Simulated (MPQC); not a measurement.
# One shape, several levels: BH3F− (SMILES [BH3-]F)

Aim: a comparison of 3 runs (PBE0/def2-SVP, PBE0/pcseg-1, MP2/def2-SVP) of BH3F−. 

The calculation is run with MPQC 2.3.1.

1 further run of the same task is left out (set aside as unsound or not needed).

**1. The structure to begin with**

The species is BH3F− (5 atoms), meant as a singlet with charge -1. SMILES: `[BH3-]F`. The coordinates come from a GFN2-xTB relaxation.

Bond lengths: B1–F2 1.447 Å, B1–H3 1.227 Å, B1–H4 1.228 Å, B1–H5 1.228 Å. Angles: F2–B1–H3 108.4°, F2–B1–H4 108.4°, F2–B1–H5 108.4°, H3–B1–H4 110.7°, H3–B1–H5 110.5°, H4–B1–H5 110.5°.

**2. Energy and forces at PBE0/def2-SVP (run 1)**

Input file mol.in:

```
% emacs should use -*- KeyVal -*- mode
molecule<Molecule>: (
   symmetry = c1
   unit = angstrom
   { atoms geometry } = {
      B  [ -0.035750 0.029280 -0.033890 ]
      F  [ 0.855550 -0.717910 0.826970 ]
      H  [ -1.067340 0.264210 0.588100 ]
      H  [ -0.274560 -0.651290 -1.027540 ]
      H  [ 0.522090 1.075700 -0.353640 ]
   }
)
basis<GaussianBasisSet>: (
   name = "def2-SVP"
   molecule = $:molecule
   basisdir = "."
   puream = yes
)
mpqc: (
   checkpoint = no
   savestate = no
   restart = no
   do_energy = yes
   do_gradient = yes
   optimize = no
   mole<CLKS>: (
      molecule = $:molecule
      basis = $:basis
      total_charge = -1
      memory = 1000000000
      print_evals = yes
      print_npa = yes
      maxiter = 120
      value_accuracy = 1e-08
      functional<SumDenFunctional>: (
         a0 = 0.25
         coefs = [ 0.75 1 ]
         funcs: [ <PBEXFunctional>: () <PBECFunctional>: () ]
      )
      integrator<RadialAngularIntegrator>: ( grid = xfine )
      guess_wavefunction<CLHF>: (
         molecule = $:molecule
         total_charge = -1
         memory = 1000000000
         value_accuracy = 1e-3
         basis<GaussianBasisSet>: (
            name = "STO-3G"
            molecule = $:molecule
         )
      )
   )
)
```

The basis set def2-SVP is read from a file made from the Basis Set Exchange's data (not shown).

Command:

```
mpqc mol.in > mol.out
```

What it wrote:

```text
MPQC: Massively Parallel Quantum Chemistry
[...]
  Integrated electron density error = 0.002443899881
  iter     1 energy = -126.0067827362 delta = 1.36674e-01
  Integrated electron density error = 0.000228873881
  iter     2 energy = -126.0754364540 delta = 7.53585e-02
[...]
  Integrated electron density error = 0.000001040434
  iter    10 energy = -126.3071126416 delta = 1.39330e-07
  Integrated electron density error = 0.000001040434
  iter    11 energy = -126.3071126416 delta = 3.27350e-08
  Integrated electron density error = 0.000001040434
  iter    12 energy = -126.3071126416 delta = 1.12358e-08
[...]
  LUMO is    10   A =   0.335118
  total scf energy = -126.3071126416
[...]
  Integrated electron density error = 0.000001039244
  Total Gradient:
[...]
Value of the MolecularEnergy: -126.3071126416
  Gradient of the MolecularEnergy:
      1   -0.0149890154
      2    0.0121711661
      3   -0.0140247533
      4   -0.0027593599
      5    0.0023346207
      6   -0.0026821260
      7    0.0133373592
      8   -0.0051816434
      9   -0.0022973619
     10    0.0059055574
     11    0.0032783872
     12    0.0126181714
[...]
        symmetry = c1
[...]
```

Wall time 12 s (1 thread of Arm Neoverse V2, shared host).

**3. Energy and forces at PBE0/pcseg-1 (run 2)**

Input file input.in:

```
% BFH3
molecule<Molecule>: (
    symmetry = c1
    unit = angstrom
    { atoms geometry } = {
        B  [ -0.035750       0.029280      -0.033890 ]
        F  [ 0.855550      -0.717910       0.826970 ]
        H  [ -1.067340       0.264210       0.588100 ]
        H  [ -0.274560      -0.651290      -1.027540 ]
        H  [ 0.522090       1.075700      -0.353640 ]
    }
)
basis<GaussianBasisSet>: (
    name = "pcseg-1"
    molecule = $:molecule
    basisdir = "."
    puream = yes
)
mpqc: (
    checkpoint = no
    savestate = no
    restart = no
    do_energy = yes
    do_gradient = yes
    optimize = no
    mole<CLKS>: (
        molecule = $:molecule
        basis = $:basis
        total_charge = -1
        memory = 1000000000
        print_evals = yes
        print_npa = yes
        maxiter = 120
        value_accuracy = 1e-08
        functional<SumDenFunctional>: (
            a0 = 0.25
            coefs = [ 0.75 1 ]
            funcs: [ <PBEXFunctional>: () <PBECFunctional>: () ]
        )
        integrator<RadialAngularIntegrator>: ( grid = xfine )
        guess_wavefunction<CLHF>: (
            molecule = $:molecule
            total_charge = -1
            memory = 1000000000
            value_accuracy = 1e-3
            basis<GaussianBasisSet>: (
                name = "MINI (Huzinaga)"
                molecule = $:molecule
            )
        )
    )
)
```

The basis set pcseg-1 is read from a file made from the Basis Set Exchange's data (not shown).

Command:

```
mpqc input.in > input.out
```

What it wrote:

```text
MPQC: Massively Parallel Quantum Chemistry
[...]
  Integrated electron density error = 0.001981124658
  iter     1 energy = -126.2054308487 delta = 1.28907e-01
  Integrated electron density error = 0.000262177983
  iter     2 energy = -126.2911580430 delta = 3.71440e-02
[...]
  Integrated electron density error = 0.000001252994
  iter     9 energy = -126.3858944184 delta = 2.34623e-06
  Integrated electron density error = 0.000001252997
  iter    10 energy = -126.3858944185 delta = 2.22904e-07
  Integrated electron density error = 0.000001252997
  iter    11 energy = -126.3858944185 delta = 3.81496e-08
[...]
  LUMO is    10   A =   0.298379
  total scf energy = -126.3858944185
[...]
  Integrated electron density error = 0.000001252166
  Total Gradient:
[...]
Value of the MolecularEnergy: -126.3858944185
  Gradient of the MolecularEnergy:
      1   -0.0083774263
      2    0.0066197901
      3   -0.0076341935
      4   -0.0061447241
      5    0.0051721222
      6   -0.0059521091
      7    0.0103042901
      8   -0.0041872076
      9   -0.0012344533
     10    0.0048324159
     11    0.0020158714
     12    0.0096955476
[...]
        symmetry = c1
[...]
```

Run time: 11 s. Hardware: 1 thread of Arm Neoverse V2, shared host.

**4. Energy and gradient at MP2/def2-SVP (run 3)**

Input file mol.in:

```
% emacs should use -*- KeyVal -*- mode
molecule<Molecule>: (
    symmetry = c1
    unit = bohr
    { atoms geometry } = {
        B  [ -0.06755771   0.05533118  -0.06404282 ]
        F  [ 1.61675519  -1.35665328   1.56274681 ]
        H  [ -2.01698028   0.49928454   1.11134793 ]
        H  [ -0.51884320  -1.23075973  -1.94176918 ]
        H  [ 0.98660711   2.03277839  -0.66828275 ]
    }
)
basis<GaussianBasisSet>: (
    name = "def2-SVP"
    molecule = $:molecule
    basisdir = "."
    puream = yes
)
mpqc: (
    checkpoint = no
    savestate = no
    restart = no
    do_energy = yes
    do_gradient = yes
    optimize = no
    mole<MBPT2>: (
        molecule = $:molecule
        basis = $:basis
        memory = 1000000000
        method = mp
        nfzc = 2
        reference<CLHF>: (
            molecule = $:molecule
            basis = $:basis
            total_charge = -1
            memory = 1000000000
            print_evals = yes
            maxiter = 120
            value_accuracy = 1e-08
            guess_wavefunction<ExtendedHuckelWfn>: (
                molecule = $:molecule
                total_charge = -1
                multiplicity = 1
                basis<GaussianBasisSet>: (
                    name = "STO-3G"
                    molecule = $:molecule
                )
            )
        )
    )
)
```

The basis set def2-SVP is read from a file made from the Basis Set Exchange's data (not shown).

Command:

```
mpqc mol.in > mol.out
```

What it wrote:

```text
MPQC: Massively Parallel Quantum Chemistry
[...]
  CLSCF::init: total charge = -1
[...]
  nbasis = 43
[...]
  iter     1 energy = -124.6269469045 delta = 1.35345e-01
[...]
  LUMO is    10   A =   0.449905
  total scf energy = -125.7934470552
[...]
  MP2 correlation energy [au]:         -0.305166503311
  MP2 energy [au]:                   -126.098613558491
[...]
Value of the MolecularEnergy: -126.0986135585
  Gradient of the MolecularEnergy:
      1   -0.0112271584
      2    0.0089815513
      3   -0.0103593975
      4   -0.0055732067
      5    0.0046957530
      6   -0.0054003885
      7    0.0119976151
      8   -0.0048580571
      9   -0.0015068968
     10    0.0055919167
     11    0.0024173294
     12    0.0113131311
[...]
        symmetry = c1
[...]
```

Run time: 2.2 s. Hardware: 1 thread of Arm Neoverse V2, shared host; peak memory 0.11 GiB.

**5. All runs side by side**

| run | level | starting guess | integration grid | energy (Eh) | HOMO energy (eV) | LUMO energy (eV) | HOMO–LUMO gap (eV) | wall time |
| --- | --- | --- | --- | --- | --- | --- | --- | --- |
| 1 | PBE0/def2-SVP | STO-3G | xfine | -126.307113 | -0.99 | 9.12 | 10.11 | 12 s |
| 2 | PBE0/pcseg-1 | MINI (Huzinaga) | xfine | -126.385894 | -1.27 | 8.12 | 9.39 | 11 s |
| 3 | MP2/def2-SVP | huckel STO-3G | – | -126.098614 | -4.84 | 12.24 | 17.09 | 2.2 s |

**6. Summary of results**

```
                                                    quantity          value
                                         run 3: total energy  -126.09861 Eh
                  run 3: HOMO energy (Hartree–Fock orbitals)       -4.84 eV
                  run 3: LUMO energy (Hartree–Fock orbitals)       12.24 eV
run 3: HOMO–LUMO gap (to an unbound level, set by the basis)       17.09 eV
          run 3: correlation energy (2 core orbitals frozen)     -305.2 mEh
                             run 3: largest force on an atom     0.911 eV/Å
```

All runs together took 25 s, the longest 12 s.
